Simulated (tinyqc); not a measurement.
Worked calculation: UKS/LDA (PW92) in the sto-3g basis, for CH, spin multiplicity 4. One step of it, computed by the program tinyqc.

Task: Iteration 2: DIIS coefficients. Solve [B -1; -1 0][c; lambda] = [0; -1] for the coefficients, which sum to one.

B (overlaps of the stored error matrices):
```
                1               2
1   3.2858669e-01  -6.7918885e-03
2  -6.7918885e-03   2.3935150e-02
```

Give: DIIS coefficients.

Result:

DIIS coefficients: 0.0839  0.9161
